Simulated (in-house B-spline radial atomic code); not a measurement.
The numbers below are computed, except where a source is named.
**Mg ion on P atom: potential, deflection and energy transfer**

The pair potential comes from two frozen, spherical free-atom densities (PBE, B-spline radial code, scalar-relativistic past argon): electrostatics plus the change in Thomas-Fermi kinetic and Dirac exchange energy where they overlap, the recipe behind the universal ZBL potential, which averages such potentials (from solid-state densities) over many pairs. It is written V = (Z1 Z2 e²/r) φ(r/a), with e² = 14.3996 eV·Å and a = 0.46850 Å/(Z1^0.23 + Z2^0.23); ZBL's fit is φ = 0.18175 e^(−3.1998x) + 0.50986 e^(−0.94229x) + 0.28022 e^(−0.4029x) + 0.02817 e^(−0.20162x). Where φ falls below 4e-4 it is continued as an exponential.

Masses 24.3 and 30.97 u.

```json
{"x = r/a": "0.1", "φ, this pair": "0.904", "φ, ZBL": "0.8928"}
{"x = r/a": "0.25", "φ, this pair": "0.7859", "φ, ZBL": "0.7647"}
{"x = r/a": "0.5", "φ, this pair": "0.6415", "φ, ZBL": "0.6096"}
{"x = r/a": "1", "φ, this pair": "0.4496", "φ, ZBL": "0.4164"}
{"x = r/a": "1.5", "φ, this pair": "0.3273", "φ, ZBL": "0.2995"}
{"x = r/a": "2", "φ, this pair": "0.2431", "φ, ZBL": "0.2218"}
{"x = r/a": "3", "φ, this pair": "0.1429", "φ, ZBL": "0.1292"}
{"x = r/a": "4", "φ, this pair": "0.08871", "φ, ZBL": "0.08026"}
{"x = r/a": "5", "φ, this pair": "0.05646", "φ, ZBL": "0.05224"}
{"x = r/a": "6.5", "φ, this pair": "0.03109", "φ, ZBL": "0.02914"}
{"x = r/a": "8", "φ, this pair": "0.019", "φ, ZBL": "0.01705"}
{"x = r/a": "10", "φ, this pair": "0.01026", "φ, ZBL": "0.008778"}
{"x = r/a": "12", "φ, this pair": "0.005241", "φ, ZBL": "0.00474"}
{"x = r/a": "14.5", "φ, this pair": "0.002048", "φ, ZBL": "0.002328"}
{"x = r/a": "17", "φ, this pair": "0.0007267", "φ, ZBL": "0.001212"}
```

Q: At x = 2 the electrostatic, kinetic and exchange parts are 1031.06, 1516.29 and -103.24 eV. Find r, V and φ.

A: a = 0.46850/(1.7710 + 1.8642) = 0.12888 Å, so r = 0.25776 Å. V = 1031.06 + 1516.29 + (-103.24) = 2444.11 eV. The bare repulsion is 12 × 15 × 14.3996/0.25776 = 10056 eV, so φ = 0.2431, +9.6 % against ZBL's 0.2218. The kinetic (Pauli) term is 62 % of V here.

Q: The ion comes in at 3.589 keV with impact parameter 0.2578 Å. The scattering integral gives a centre-of-mass angle of 60.38° and a closest approach of 2.892 a. What are the reduced energy, the energy passed on and the laboratory angles?

A: ε = E a M2/(Z1 Z2 e² (M1 + M2)) = 3589 × 2.7862e-05 = 0.1. The most that one collision can pass on is γE with γ = 4 M1 M2/(M1 + M2)² = 0.9854. Here T = γE sin²(θ/2) = 0.9854 × 3589 × 0.2529 = 894.3 eV. The ion turns by arctan(sin θ/(cos θ + M1/M2)) = 34.2°, and the struck atom leaves at (180° − θ)/2 = 59.8°. The closest approach is 0.373 Å. With ZBL the angle would be 57.39° and T = 815.5 eV.
